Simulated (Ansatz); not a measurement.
System: 2H WSe2. Method: r²SCAN (plane waves, PAW; Ansatz, a program for electronic structure).

Settings: plane-wave cutoff 600 eV, 12×12×4 k mesh (along the axes of the cell as run), finite displacements, no spin polarisation, scalar-relativistic PAW data made under PBE.

Cell (measured lattice):

```cif
data_Se4W2
_chemical_formula_sum 'W2 Se4'
_space_group_name_H-M_alt 'P 1'
_space_group_IT_number 1
_cell_length_a 3.28200
_cell_length_b 3.28200
_cell_length_c 12.96000
_cell_angle_alpha 90.000
_cell_angle_beta 90.000
_cell_angle_gamma 120.000
loop_
_space_group_symop_operation_xyz
  'x, y, z'
loop_
_atom_site_label
_atom_site_type_symbol
_atom_site_fract_x
_atom_site_fract_y
_atom_site_fract_z
_atom_site_occupancy
W1 W 0.66667 0.33333 0.75000 1
W2 W 0.33333 0.66667 0.25000 1
Se1 Se 0.66667 0.33333 0.12135 1
Se2 Se 0.33333 0.66667 0.62135 1
Se3 Se 0.33333 0.66667 0.87865 1
Se4 Se 0.66667 0.33333 0.37865 1
```

Q: Give the computed high-frequency dielectric constant (mean over three axes) and dielectric constant ε0 (ions relaxed) (mean over three axes).

A: 
* **high-frequency dielectric constant (mean over three axes)**: 12.0
* **dielectric constant ε0 (ions relaxed) (mean over three axes)**: 12.1

Note: the cell isn't this level's own, so it is under some stress, which shifts stiffness and frequencies.

Spin–orbit coupling is not included.

The result took very roughly 30 core-minutes.
